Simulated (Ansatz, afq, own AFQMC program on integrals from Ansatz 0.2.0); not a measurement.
## Atomization energy of BSiH₂, quartet

```xyz
4

Si    0.0000    0.0000    0.6500
B     0.0000    0.0000   -1.3428
H     0.0000   -1.0760   -1.8539
H     0.0000    1.0760   -1.8539
```

Connectivity, by distances: Si–BH2.

Atoms in their ground-state spins without spin–orbit coupling (mostly on UHF) minus the molecule (UHF), without zero-point energy. The geometry is a stationary point, not shown to be a minimum.

Basis cc-pVDZ. Only valence electrons are correlated. Ansatz 0.2.0 and our own AFQMC program on the same integrals; the CISD trial comes from CCSD amplitudes, and released means the phaseless constraint is let go. ± is one standard error of the sampling. The errors of all members are added in quadrature.

No full CI on the walks' own integrals is used here; CCSDT(Q) serves as the reference and is uncertain by about the last step of the cluster series. Each member takes its own surest rung, up to full CI.

The best estimate is CCSD(T) at the basis-set limit (CBS: def2-TZVPP and def2-QZVPP, with their diffuse functions for anions and beside diffuse sets, CCSD(T) itself extrapolated) plus the step from CCSD(T) to CCSDT(Q) in cc-pVDZ. Rows without CBS are in cc-pVDZ; B2PLYP and the wave-function rows carry a basis error of their own. Core correlation and relativity beyond core potentials are missing, and ± holds the sampling alone.

Cautions: BSiH₂ (quartet): lower spins were not checked, its ph-AFQMC/CISD value lies 28 ± 9 meV above CCSDT(Q).

Task: Estimate: order these levels by their error in the atomization energy against the best estimate, smallest first.
A. CCSD(T)
B. CCSD(T)/CBS
C. HF
D. MP2

Result: B (0.6 kcal/mol), D (15.6 kcal/mol), A (17.6 kcal/mol), C (48.6 kcal/mol).

Best estimate: 224.5 kcal/mol.

Best estimates are given only where the step beyond CCSD(T) is under 0.3 eV and no member's determinant is very poor (T1 over 0.05, or 0.07 for open shells, ⟨S²⟩ too high by 0.3, two states mixed), so the hardest cases are missing from such tables.

Each member of a difference takes its own highest rung, so a best estimate needn't equal the limit plus the step of one row. A walk keeps the symmetry of its determinant, which the program's search chose and which needn't be the lowest solution, so a lower state of the same spin and another symmetry isn't excluded.
